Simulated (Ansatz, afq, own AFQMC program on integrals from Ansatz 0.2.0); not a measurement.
**Where AFQMC and coupled cluster stand for CH$_{2}$⁺, doublet**

```xyz
3

C     0.0000    0.0000    0.0000
H     0.0000    0.0000   -1.0935
H     0.0000    0.0000    1.0935
```

Basis cc-pVDZ. Only valence electrons are correlated. AFQMC by an in-house program on the Cholesky factors that Ansatz 0.2.0 writes for its CCSD(T) run. The CISD trial takes its coefficients from CCSD amplitudes. Released means that phaseless walkers are propagated on without the constraint, phases kept. Free projection: walkers drawn from exp(T), propagated without any constraint. Its projection time is finite, and what remains of the start isn't in its error. ± is one standard error of the sampling.

Determinant: UHF, the one that the program's search chose, which needn't be the lowest solution. The geometry is a point of a scan.

Full CI on the same integrals is exact in this basis and with this determinant's frozen core.

- T1 diagnostic: 0.0085
- weight of the determinant in the CISD state: 0.956
- ⟨S²⟩ of the determinant: 0.762
- size of the correlated space: 5 electrons in 23 orbitals

Reference: full CI, correlation energy -2.689 eV. The released energy is read at 2.40 1/Eh (meV from the phaseless value at times in 1/Eh: 1 ± 3 at 0.24, -1.7 ± 0.5 at 0.51, -2.4 ± 0.4 at 0.99, -1.8 ± 0.4 at 1.62, -2.4 ± 0.6 at 2.40).

```tsv
level	E − E(reference) (mEh)	share of correlation (%)
HF	98.82	0.00
MP2	23.13	76.59
CCSD	1.69	98.29
CCSD(T)	0.40	99.60
CCSDT	0.04	99.96
CCSDT(Q)	0.01	99.99
CCSDTQ	0.00	100.00
ph-AFQMC/HF	1.63 ± 0.39	98.35
ph-AFQMC/CISD	0.06 ± 0.02	99.94
released AFQMC	-0.03 ± 0.02	100.03
free AFQMC	-0.04 ± 0.02	100.04
```

CCSDT and higher add their correlation energy to the determinant of the CCSD(T) run, since their own runs factorise the integrals more tightly (a shift of under 2 meV). Free projections are given only where their last times agree within the noise and don't stop above the reference; a slow remainder of the start can still hide under it. A walk keeps the symmetry of its determinant, which the program's search chose and which needn't be the lowest solution, so a lower state of the same spin and another symmetry isn't excluded. Released energies are given only where the last usable release times agree within the noise; a slower fall can still hide under it.
